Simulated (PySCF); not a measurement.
# Spin-rotation constants: `C/C=C(/F)CO`, C4H7FO

Geometry (Å), atoms numbered from 1 in this order:
```xyz
13

C    -1.687   -0.605   -0.503
C    -1.035    0.555    0.166
C     0.269    0.729    0.290
F     0.722    1.844    0.926
C     1.387   -0.161   -0.197
O     2.668    0.326    0.095
H    -2.345   -0.252   -1.297
H    -2.302   -1.147    0.214
H    -0.958   -1.288   -0.927
H    -1.694    1.307    0.578
H     1.313   -1.145    0.278
H     1.275   -0.300   -1.287
H     2.657    1.290    0.062
```

Level of theory: PySCF 2.14.0, GIAO KT3/pcSseg-1 magnetisability, rotational g tensor and spin-rotation constants, non-relativistic, gas phase. Geometry: GFN2-xTB, dihedral held. The dihedral F4–C3–C5–O6 is held at 0°.

Task: Give the nuclear spin-rotation constants along the inertial axes (H = +C I·J) beside the isotropic shieldings.

Result: Rotational constants 6.1796, 2.3750, 1.7561 GHz. A star marks the isotopologue with that one atom substituted, in its own axes.
```csv
atom,isotope,Caa (kHz),Cbb (kHz),Ccc (kHz),mean (kHz),σ (ppm)
F4,19F,9.237,2.831,1.037,4.368,282.2
H7,1H,-0.320,-0.258,-0.050,-0.209,30.0
H8,1H,-0.362,-0.258,-0.036,-0.219,30.0
H9,1H,-0.485,0.005,-0.211,-0.230,30.4
H10,1H,-0.457,0.139,-0.199,-0.172,26.7
H11,1H,-0.629,-0.091,0.015,-0.235,26.9
H12,1H,-0.606,-0.073,0.008,-0.224,26.6
H13,1H,-0.650,-0.101,-0.165,-0.305,31.0
C1,13C*,0.926,0.324,0.216,0.489,171.7
C2,13C*,1.644,0.909,0.253,0.935,88.8
C3,13C*,1.933,1.162,0.462,1.186,29.2
C5,13C*,1.065,0.580,0.393,0.679,121.1
O6,17O*,-0.605,-0.074,-0.110,-0.263,319.2
```
For the geometry as given, no vibrational averaging.
